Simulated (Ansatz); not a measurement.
A nudged elastic band was laid between two geometries of AlFH$_{2}$ (4 atoms, charge 0, multiplicity 1).

Level of theory: RKS r2SCAN-D4/def2-SVP in Ansatz 0.2.0.

```
movable images  : 7
climbing image  : yes
spring          : 5.0 eV/Å²
optimiser       : quadratic models (default)
start path      : through a guess of the saddle point
force threshold : 0.03 eV/Å
iteration limit : 60
end points      : relaxed
```

Initial state:

```xyz
4
Properties=species:S:1:pos:R:3
Al 0.402 0.000 0.173
F 0.445 0.000 1.840
H 1.791 0.000 -0.578
H -1.025 0.000 -0.504
```

Final state:

```xyz
4
Properties=species:S:1:pos:R:3
Al 0.001 0.000 -0.895
F 1.078 0.000 1.108
H 1.952 0.000 0.772
H -1.420 0.000 -0.054
```

**Question.** Which bonds break or form, and what moves?

**Answer.** Bonds broken: Al1–F2, Al1–H3. Bonds formed: F2–H3. AlFH2 becomes AlH + FH.

**Question.** Give the energies along the band, and the barrier.

**Answer.** The run converged. The highest image is number 5 of 0 to 8, 3.35 eV above the first end and 0.26 eV above the last; the last end lies 3.10 eV above the first. A vibrational analysis at the climbing image gives one clearly imaginary mode, 1018i cm⁻¹: a first-order saddle point. The orbitals stay closed-shell, which can raise the energy where a bond breaks towards radicals; this wasn't checked here.

```json
{"image": "0", "path coordinate (Å)": "0.00", "energy (eV)": "0.00", "Al1–F2 (Å)": "1.67", "Al1–H3 (Å)": "1.58", "F2–H3 (Å)": "2.77"}
{"image": "1", "path coordinate (Å)": "0.30", "energy (eV)": "0.18", "Al1–F2 (Å)": "1.66", "Al1–H3 (Å)": "1.57", "F2–H3 (Å)": "2.49"}
{"image": "2", "path coordinate (Å)": "0.61", "energy (eV)": "0.76", "Al1–F2 (Å)": "1.66", "Al1–H3 (Å)": "1.57", "F2–H3 (Å)": "2.18"}
{"image": "3", "path coordinate (Å)": "0.91", "energy (eV)": "1.73", "Al1–F2 (Å)": "1.70", "Al1–H3 (Å)": "1.58", "F2–H3 (Å)": "1.84"}
{"image": "4", "path coordinate (Å)": "1.22", "energy (eV)": "2.83", "Al1–F2 (Å)": "1.80", "Al1–H3 (Å)": "1.63", "F2–H3 (Å)": "1.50"}
{"image": "5", "path coordinate (Å)": "1.52", "energy (eV)": "3.35", "Al1–F2 (Å)": "1.94", "Al1–H3 (Å)": "1.75", "F2–H3 (Å)": "1.17"}
{"image": "6", "path coordinate (Å)": "1.77", "energy (eV)": "3.21", "Al1–F2 (Å)": "2.11", "Al1–H3 (Å)": "1.98", "F2–H3 (Å)": "0.99"}
{"image": "7", "path coordinate (Å)": "2.01", "energy (eV)": "3.12", "Al1–F2 (Å)": "2.24", "Al1–H3 (Å)": "2.28", "F2–H3 (Å)": "0.95"}
{"image": "8", "path coordinate (Å)": "2.25", "energy (eV)": "3.10", "Al1–F2 (Å)": "2.27", "Al1–H3 (Å)": "2.57", "F2–H3 (Å)": "0.94"}
```

**Question.** What is the geometry of the highest image?

**Answer.** 
```xyz
4
Properties=species:S:1:pos:R:3:forces:R:3
Al 0.251 0.000 -0.489 0.00 0.00 0.00
F 0.975 0.000 1.313 0.00 0.00 0.00
H 1.744 0.000 0.433 0.00 0.00 0.00
H -1.358 0.000 -0.326 0.00 0.00 0.00
```

**Question.** What are the harmonic wavenumbers there?

**Answer.** 1018i, 471, 489, 666, 1703, 1813 cm⁻¹.

The run took 84 s on 1 thread of Arm Neoverse V1 (shared host), peak memory 0.087 GiB.
